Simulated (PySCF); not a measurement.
H2O. Atoms are numbered in the order given.

```xyz
3

O      0.0000     0.0000    -0.1180
H      0.0000    -0.7639     0.4721
H      0.0000     0.7639     0.4721
```

Geometry optimised at TPSSh-D3(BJ)/def2-TZVPD.

All values below come from TPSSh-D3(BJ)/def2-TZVPD in PySCF.

No scaling factor is applied to the harmonic values.

### Question
List the normal modes with their intensities. (The exact figures need the calculation; the answer reports its results.)

### Answer

| mode | ν (cm⁻¹) | IR (km/mol) | moving atoms (share of kinetic energy) |
|---|---|---|---|
| 1 | 1639 | 72.7 | H 93 % |
| 2 | 3767 | 2.3 | H 96 % |
| 3 | 3870 | 49.5 | H 93 % |
